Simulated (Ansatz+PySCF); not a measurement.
# doublet SiO(+): levels of theory in one basis

```yaml
atoms:
  - { symbol: Si, position_ang: [0.0000, 0.0000, -0.7365] }
  - { symbol: O, position_ang: [0.0000, 0.0000, 0.7365] }
```

Basis set: cc-pVTZ on O; cc-pV(T+d)Z on Si (spherical functions). Left uncorrelated: 6 orbitals. Correlation on ROHF uses semicanonical orbitals with singles. Charge 1, multiplicity 2.

Computed with Ansatz (development build ahead of 0.2.0); each method stands on the lowest determinant of its kind that the runs found.

```json
{"method": "ROHF", "E − E(ROHF) (eV)": "0.00", "<S²> of the determinant": "0.75"}
{"method": "UHF", "E − E(ROHF) (eV)": "-0.13", "<S²> of the determinant": "0.84"}
{"method": "ROHF-MP2", "E − E(ROHF) (eV)": "-6.77", "<S²> of the determinant": "–"}
{"method": "UHF-MP2", "E − E(ROHF) (eV)": "-6.76", "<S²> of the determinant": "0.84"}
```

Is a single determinant a sound starting point here?

Only with care. Unrestricted orbitals gain 0.13 eV and <S²> is 0.84 against 0.75 for a pure state, but several determinants compete.

Caution for ROHF, ROHF-MP2: the determinant may break the point group. Caution for UHF, UHF-MP2: the determinant breaks the point group. Caution for ROHF-MP2, UHF-MP2: forces differ strongly between restricted and unrestricted references; MP2 on this radical cation hangs on the determinant chosen; another reference gives a lower total.
